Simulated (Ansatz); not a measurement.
`CCCC` + `CC(C)(C)C` → `CCCCC(C)(C)C` + CH₄  (formal exchange of groups at a C–C bond)

Gas-phase electronic energies from Ansatz, PBE0-D4/def2-TZVP geometries. CCSD(T)/CBS is the MP2 limit (def2-TZVPP, def2-QZVPP) plus CCSD(T) − MP2 in def2-TZVPP, frozen cores. This one scheme is used for every species. DFT in def2-TZVPP. B3LYP here is the variant with VWN-RPA as its local correlation; programs differ in this. HSE06 is defined as in plane-wave codes. One conformer a species, not always the lowest.

Task: Is it downhill or uphill in electronic energy at CCSD(T)/CBS, and by how much? (Estimate.)

Result: The calculation gave: Downhill: ΔE = -5.2 kJ/mol.

Task: What do these levels give: PBE-D4, revPBE-D4, B3LYP-D4, r2SCAN0-D4, CAM-B3LYP-D4, ωB97X-V, PBE, PBE0, HSE06, MP2/def2-SVP, CCSD/def2-SVP, HF/CBS(def2)? (Estimate.)

Result: Ansatz gave: PBE-D4 -3.1, revPBE-D4 -4.6, B3LYP-D4 -2.9, r2SCAN0-D4 -3.0, CAM-B3LYP-D4 -2.6, ωB97X-V -3.4, PBE 3.1, PBE0 2.9, HSE06 3.0, MP2/def2-SVP -5.6, CCSD/def2-SVP -2.0, HF/CBS(def2) 9.8 kJ/mol.

Largest T1 diagnostic among the species: 0.009.

Leaving LDA and LC-ωPBE aside and taking each functional with its dispersion term where it has one, the values, not all of them listed here, spread over 5.8 kJ/mol, from revPBE-D4 to B2PLYP. LDA lies −8.9 kJ/mol from PBE without D4. In def2-TZVPP, CCSD(T) changes the Hartree–Fock value by −14.7 kJ/mol (the triples alone add −2.5 kJ/mol) and MP2 by −16.3 kJ/mol. The D4 term adds −8.9 kJ/mol with B3LYP and −5.8 kJ/mol with PBE0; it sums over pairs of atoms, weighted by their polarisabilities, and B3LYP, whose exchange is more repulsive, gets the larger term.
